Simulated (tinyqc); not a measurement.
Pariser-Parr-Pople SCF with singles CI, for the molecule C=CC=CC=C (SMILES; centres numbered as the heavy atoms are written), step by step. Computed by tinyqc, a small Python program that keeps every step. Settings: charge = 0, gamma = Ohno, start = huckel, damping = 0.3, iteration cap = 80, excitations kept = 9. Command: `OMP_NUM_THREADS=1 python tinyqc.py 24606 24607 out.jsonl` (the two numbers bound the seeds that draw the settings). One thread of a shared host (Intel(R) Xeon(R) Processor @ 2.60GHz), about 0.01 s of CPU time with the checks. Later iterations appear only in the table of the cycle.

## PPP integrals

Centres (angstrom, eV; a flat drawing with bonds scaled to 1.40 angstrom):
```
centre          x          y  core charge z          W   gamma_rr
1C      -3.045000  -0.196000              1  11.160000  11.130000
2C      -1.799000   0.442000              1  11.160000  11.130000
3C      -0.623000  -0.319000              1  11.160000  11.130000
4C       0.623000   0.319000              1  11.160000  11.130000
5C       1.799000  -0.442000              1  11.160000  11.130000
6C       3.045000   0.196000              1  11.160000  11.130000
```

Resonance integrals (eV):
```
i  j       beta
1  2  -2.390000
2  3  -2.390000
3  4  -2.390000
4  5  -2.390000
5  6  -2.390000
```

Ohno: gamma = 14.399645/sqrt(R^2 + a^2), a = 2 x 14.399645/(gamma_rr + gamma_ss); H_rr = -W_r - sum_(s != r) z_s gamma_rs; H_rs = beta for bonds.

repulsion gamma_rs (eV):
```
           1C         2C         3C         4C         5C         6C
1C  11.130000   7.554319   5.238816   3.670169   2.868553   2.308288
2C   7.554319  11.130000   7.551683   5.238816   3.669262   2.868553
3C   5.238816   7.551683  11.130000   7.554319   5.238816   3.670169
4C   3.670169   5.238816   7.554319  11.130000   7.551683   5.238816
5C   2.868553   3.669262   5.238816   7.551683  11.130000   7.554319
6C   2.308288   2.868553   3.670169   5.238816   7.554319  11.130000
```

core matrix H (eV):
```
            1C          2C          3C          4C          5C          6C
1C  -32.800144   -2.390000    0.000000    0.000000    0.000000    0.000000
2C   -2.390000  -38.042633   -2.390000    0.000000    0.000000    0.000000
3C    0.000000   -2.390000  -40.413803   -2.390000    0.000000    0.000000
4C    0.000000    0.000000   -2.390000  -40.413803   -2.390000    0.000000
5C    0.000000    0.000000    0.000000   -2.390000  -38.042633   -2.390000
6C    0.000000    0.000000    0.000000    0.000000   -2.390000  -32.800144
```

## Starting guess

pi electrons, sum of z_r less the charge = 6

Orbitals of the Hueckel matrix of the beta values.

P at the start:
```
           1C         2C         3C         4C         5C         6C
1C   1.000000   0.871119   0.000000  -0.387685   0.000000   0.301417
2C   0.871119   1.000000   0.483435   0.000000  -0.086268   0.000000
3C   0.000000   0.483435   1.000000   0.784851   0.000000  -0.387685
4C  -0.387685   0.000000   0.784851   1.000000   0.483435   0.000000
5C   0.000000  -0.086268   0.000000   0.483435   1.000000   0.871119
6C   0.301417   0.000000  -0.387685   0.000000   0.871119   1.000000
```

## Iteration 1: Fock matrix

F_rr = H_rr + P_rr gamma_rr / 2 + sum_(s != r) P_ss gamma_rs; F_rs = H_rs - P_rs gamma_rs / 2; E = tr P (H + F) / 2 + core repulsion sum_(r<s) z_r z_s gamma_rs.

F (eV):
```
           1C         2C         3C         4C         5C         6C
1C  -5.595000  -5.680356   0.000000   0.711434   0.000000  -0.347878
2C  -5.680356  -5.595000  -4.215373   0.000000   0.158270   0.000000
3C   0.000000  -4.215373  -5.595000  -5.354509   0.000000   0.711434
4C   0.711434   0.000000  -5.354509  -5.595000  -4.215373   0.000000
5C   0.000000   0.158270   0.000000  -4.215373  -5.595000  -5.680356
6C  -0.347878   0.000000   0.711434   0.000000  -5.680356  -5.595000
```

pi energy = -77.460440 eV

## Iteration 1: orbitals and new P

Diagonalise F (the basis is taken as orthonormal) and form P = 2 sum c c over the lowest orbitals; 0.3 of the old P is kept.

orbital energies (eV): -14.020026  -12.268516  -9.387607  -1.802393  1.078516  2.830026

P after iteration 1:
```
           1C         2C         3C         4C         5C         6C
1C   1.000000   0.893214   0.000000  -0.369509   0.000000   0.253576
2C   0.893214   1.000000   0.443054   0.000000  -0.069609   0.000000
3C   0.000000   0.443054   1.000000   0.816033   0.000000  -0.369509
4C  -0.369509   0.000000   0.816033   1.000000   0.443054   0.000000
5C   0.000000  -0.069609   0.000000   0.443054   1.000000   0.893214
6C   0.253576   0.000000  -0.369509   0.000000   0.893214   1.000000
```

## Iteration 2: Fock matrix

As before.

F (eV):
```
           1C         2C         3C         4C         5C         6C
1C  -5.595000  -5.763812   0.000000   0.678080   0.000000  -0.292663
2C  -5.763812  -5.595000  -4.062901   0.000000   0.127706   0.000000
3C   0.000000  -4.062901  -5.595000  -5.472287   0.000000   0.678080
4C   0.678080   0.000000  -5.472287  -5.595000  -4.062901   0.000000
5C   0.000000   0.127706   0.000000  -4.062901  -5.595000  -5.763812
6C  -0.292663   0.000000   0.678080   0.000000  -5.763812  -5.595000
```

pi energy = -77.549257 eV

## Iteration 2: orbitals and new P

As before.

orbital energies (eV): -14.007397  -12.264891  -9.489737  -1.700263  1.074891  2.817397

P after iteration 2:
```
           1C         2C         3C         4C         5C         6C
1C   1.000000   0.907082   0.000000  -0.355586   0.000000   0.223157
2C   0.907082   1.000000   0.415804   0.000000  -0.059642   0.000000
3C   0.000000   0.415804   1.000000   0.836485   0.000000  -0.355586
4C  -0.355586   0.000000   0.836485   1.000000   0.415804   0.000000
5C   0.000000  -0.059642   0.000000   0.415804   1.000000   0.907082
6C   0.223157   0.000000  -0.355586   0.000000   0.907082   1.000000
```

## Iteration 3: Fock matrix

As before.

F (eV):
```
           1C         2C         3C         4C         5C         6C
1C  -5.595000  -5.816194   0.000000   0.652530   0.000000  -0.257555
2C  -5.816194  -5.595000  -3.960012   0.000000   0.109422   0.000000
3C   0.000000  -3.960012  -5.595000  -5.549539   0.000000   0.652530
4C   0.652530   0.000000  -5.549539  -5.595000  -3.960012   0.000000
5C   0.000000   0.109422   0.000000  -3.960012  -5.595000  -5.816194
6C  -0.257555   0.000000   0.652530   0.000000  -5.816194  -5.595000
```

pi energy = -77.602482 eV

## Iteration 3: orbitals and new P

As before.

orbital energies (eV): -13.997641  -12.261809  -9.556840  -1.633160  1.071809  2.807641

P after iteration 3:
```
           1C         2C         3C         4C         5C         6C
1C   1.000000   0.915770   0.000000  -0.345397   0.000000   0.203814
2C   0.915770   1.000000   0.397593   0.000000  -0.053561   0.000000
3C   0.000000   0.397593   1.000000   0.849748   0.000000  -0.345397
4C  -0.345397   0.000000   0.849748   1.000000   0.397593   0.000000
5C   0.000000  -0.053561   0.000000   0.397593   1.000000   0.915770
6C   0.203814   0.000000  -0.345397   0.000000   0.915770   1.000000
```

## Convergence

Stop when output and input P, before any damping, agree to 1e-7.

Course of the cycle:
```
iteration        E (eV)  largest |P(out) - P(in)|
1          -77.46044022                  6.83e-02
2          -77.54925708                  4.35e-02
3          -77.60248187                  2.76e-02
4          -77.63007088                  1.76e-02
5          -77.64338522                  1.14e-02
6          -77.64955137                  7.50e-03
7          -77.65233425                  4.92e-03
8          -77.65356899                  3.22e-03
9          -77.65411053                  2.11e-03
10         -77.65434614                  1.38e-03
11         -77.65444806                  9.02e-04
...                 ...                       ...
23         -77.65452499                  5.45e-06
24         -77.65452499                  3.56e-06
25         -77.65452499                  2.32e-06
26         -77.65452499                  1.52e-06
27         -77.65452499                  9.91e-07
28         -77.65452499                  6.47e-07
29         -77.65452499                  4.23e-07
30         -77.65452499                  2.76e-07
31         -77.65452499                  1.80e-07
32         -77.65452499                  1.18e-07
33         -77.65452499                  7.69e-08
```

Converged in 33 iterations.

## Converged orbitals

Charges are z - P_rr.

orbital energies (eV): -13.973373  -12.250171  -9.679407  -1.510593  1.060171  2.783373

coefficients:
```
         MO1        MO2        MO3        MO4        MO5        MO6
1C  0.258075   0.455734   0.475083   0.475083  -0.455734   0.258075
2C  0.409322   0.510739   0.267584  -0.267584   0.510739  -0.409322
3C  0.515609   0.177350  -0.450216  -0.450216  -0.177350   0.515609
4C  0.515609  -0.177350  -0.450216   0.450216  -0.177350  -0.515609
5C  0.409322  -0.510739   0.267584   0.267584   0.510739   0.409322
6C  0.258075  -0.455734   0.475083  -0.475083  -0.455734  -0.258075
```

pi charges: 1C 0.000000, 2C 0.000000, 3C 0.000000, 4C 0.000000, 5C 0.000000, 6C 0.000000

## Singles CI, singlets

Over the 9 single excitations with the smallest orbital gaps: A = (e_a - e_i) delta + 2 (ia|jb) - (ij|ab), with (pq|rs) = sum c_mp c_mq gamma_mn c_nr c_ns. f = 2/3 w |mu|^2 in atomic units, mu = sqrt2 sum c_ia sum_m c_mi c_ma R_m.

singlet CI matrix (eV):
```
           3>4        2>4        3>5       1>4       3>6       2>5       2>6       1>5
3>4   4.304015   0.000000   0.000000  0.117326  0.117326  0.777358  0.000000  0.000000
2>4   0.000000   6.383653  -0.022575  0.000000  0.000000  0.000000  0.395836  0.868732
3>5   0.000000  -0.022575   6.383653  0.000000  0.000000  0.000000  0.868732  0.395836
1>4   0.117326   0.000000   0.000000  7.405987  0.251479  0.540483  0.000000  0.000000
3>6   0.117326   0.000000   0.000000  0.251479  7.405987  0.540483  0.000000  0.000000
2>5   0.777358   0.000000   0.000000  0.540483  0.540483  8.654903  0.000000  0.000000
2>6   0.000000   0.395836   0.868732  0.000000  0.000000  0.000000  9.754072  0.945289
1>5   0.000000   0.868732   0.395836  0.000000  0.000000  0.000000  0.945289  9.754072
1>6  -0.185642   0.000000   0.000000  0.537298  0.537298  1.057780  0.000000  0.000000

           1>6
3>4  -0.185642
2>4   0.000000
3>5   0.000000
1>4   0.537298
3>6   0.537298
2>5   1.057780
2>6   0.000000
1>5   0.000000
1>6  10.775319
```

singlet excitation energies (eV): 4.147347  6.019381  6.316499  7.154508  7.242435  8.521435  8.898512  11.041058  11.480487

oscillator strengths: 1.547448  0.000000  0.000000  0.000000  0.038566  0.221881  0.000000  0.000000  0.062212

## Singles CI, triplets

Over the 9 single excitations with the smallest orbital gaps: A = (e_a - e_i) delta - (ij|ab), with (pq|rs) = sum c_mp c_mq gamma_mn c_nr c_ns.

triplet CI matrix (eV):
```
           3>4        2>4        3>5        1>4        3>6       2>5        2>6        1>5
3>4   2.066024   0.000000   0.000000   0.432099   0.432099  1.496539   0.000000   0.000000
2>4   0.000000   4.864539   1.496539   0.000000   0.000000  0.000000  -0.146887   1.411455
3>5   0.000000   1.496539   4.864539   0.000000   0.000000  0.000000   1.411455  -0.146887
1>4   0.432099   0.000000   0.000000   6.136922  -1.017586  1.411455   0.000000   0.000000
3>6   0.432099   0.000000   0.000000  -1.017586   6.136922  1.411455   0.000000   0.000000
2>5   1.496539   0.000000   0.000000   1.411455   1.411455  7.188687   0.000000   0.000000
2>6   0.000000  -0.146887   1.411455   0.000000   0.000000  0.000000   9.038171   1.661191
1>5   0.000000   1.411455  -0.146887   0.000000   0.000000  0.000000   1.661191   9.038171
1>6  -1.017586   0.000000   0.000000   0.907987   0.907987  1.661191   0.000000   0.000000

           1>6
3>4  -1.017586
2>4   0.000000
3>5   0.000000
1>4   0.907987
3>6   0.907987
2>5   1.661191
2>6   0.000000
1>5   0.000000
1>6   9.790444
```

triplet excitation energies (eV): 1.397734  2.833512  3.904249  6.019381  7.154508  7.561108  7.911469  11.041058  11.301401
